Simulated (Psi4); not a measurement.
Psi4 input (wB97X-D/6-311+G**):

```
memory 1500 MB

molecule {
0 1
N    -0.00000000   -0.00000000   -0.12998002
H     0.00000000    0.00000000    0.90986017
symmetry c1
no_reorient
no_com
}

set {
  basis 6-311+G**
  reference rks
  scf_type pk
  dft_radial_points 99
  dft_spherical_points 590
  e_convergence 1e-8
  d_convergence 1e-7
  maxiter 150
}

e = energy('wb97x-d')
print_out(f'\nFINAL {e:.10f} DIPOLE {variable("CURRENT DIPOLE")[0]:.6f} {variable("CURRENT DIPOLE")[1]:.6f} {variable("CURRENT DIPOLE")[2]:.6f}\n')
```

Task: Predict the final energy.

Result: -55.13701 Eh.
